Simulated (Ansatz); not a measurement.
# NH₃O (triplet): the correlation ladder at distance O1–H3 along a hydrogen transfer = 1.523 Å, cc-pVDZ

How much of the correlation energy of NH₃O (triplet) does each wave-function method recover here?

Program: Ansatz 0.2.0, Gaussian basis. Level of theory: cc-pVDZ, core rule «outside noble gas», up to 2 orbitals frozen. These are calculated values, not measurements.

The runs, in order: UHF; CCSD(T) on ROHF; CCSD(T) on UHF; BCCD(T) on ROHF; CISD; CCSDT(Q) on ROHF; CCSDT(Q) on UHF; CASSCF and MRCISD+Q, 4 electrons in 4 orbitals; CASSCF and NEVPT2, 4 electrons in 4 orbitals; CASSCF and NEVPT2, 14 electrons in 11 orbitals.

10 further runs of the same task are left out: 9 that didn't finish, 1 set aside as unsound or not needed.

### 1 The system

The geometry derives from fragments relaxed apart (PBE0/def2-TZVP) and kept rigid, so it is no stationary point. A hydrogen atom is moved between rigid fragments.

5 atoms, charge 0, spin multiplicity 3.

Atoms are counted from 1 here; the program's logs count them from 0.

Bond lengths: O1–H2 0.960 Å, H3–N4 1.040 Å, N4–H5 1.040 Å. Angles: H3–N4–H5 105.0°.

### 2 UHF

File in.yaml:

```yaml
crystal:
  periodic: [false, false, false]
  atoms:
    - {symbol: O, position_ang: [-1.212160, 0.002370, 0.000000]}
    - {symbol: H, position_ang: [-1.461469, 0.928945, 0.000000]}
    - {symbol: H, position_ang: [0.310840, 0.002370, 0.000000]}
    - {symbol: N, position_ang: [1.350840, 0.002370, 0.000000]}
    - {symbol: H, position_ang: [1.619922, -1.001857, 0.000000]}
basis:
  gaussian: {orbitals: cc-pVDZ}
magnetization: {spin_polarized: true, initial_magnetization: 2}
hamiltonian: {xc: hf}
output: {orbitals: {seedname: orbitals}}
```

The run is started by

```sh
$ ansatz run in.yaml --threads 1 --pin off --events-out ev --progress --plain --max-ram 2393MiB
```

The runs that follow: CCSD(T) on ROHF; CCSD(T) on UHF; BCCD(T) on ROHF; CISD; CCSDT(Q) on ROHF; CCSDT(Q) on UHF; CASSCF and MRCISD+Q, 4 electrons in 4 orbitals; CASSCF and NEVPT2, 4 electrons in 4 orbitals; CASSCF and NEVPT2, 14 electrons in 11 orbitals.

**Question.** What will the summary of the whole plan be? Wanted: UCCSDT(Q) below the RHF energy; RMP2 from UCCSDT(Q); UMP2 from UCCSDT(Q); RCCSD from UCCSDT(Q); RCCSD(T) from UCCSDT(Q); UCCSD(T) from UCCSDT(Q); RCCSDT(Q) from UCCSDT(Q); NEVPT2 pair from UCCSDT(Q); MRCISD+Q pair from UCCSDT(Q).

The runs gave:

| quantity | value |
| --- | --- |
| UCCSDT(Q) below the RHF energy | -9.5784 eV |
| RMP2 from UCCSDT(Q) | +1137.4 meV |
| UMP2 from UCCSDT(Q) | +1129.8 meV |
| RCCSD from UCCSDT(Q) | +192.9 meV |
| RCCSD(T) from UCCSDT(Q) | +37.7 meV |
| UCCSD(T) from UCCSDT(Q) | +36.4 meV |
| RCCSDT(Q) from UCCSDT(Q) | +1.7 meV |
| NEVPT2 pair from UCCSDT(Q) | +1080.8 meV |
| MRCISD+Q pair from UCCSDT(Q) | +101.9 meV |
| NEVPT2 valence from UCCSDT(Q) | +1239.4 meV |
| levels within 1 kcal/mol (43 meV) | RCCSD(T), UCCSD(T), BCCD(T), RCCSDT, UCCSDT, RCCSDT(Q) |
| T1 diagnostic | 0.028 |
| effectively unpaired electrons | 2.01 |

What this shows: RCCSD(T) lands +37.7 meV from the yardstick (0.4 % of the correlation energy). One determinant dominates. Of the multireference levels listed MRCISD+Q pair comes nearest in total energy (+101.9 meV), which doesn't show that its space is the better one. These misses are within one basis, not against nature; the frozen cores of restricted and unrestricted runs differ, which can shift their rows.
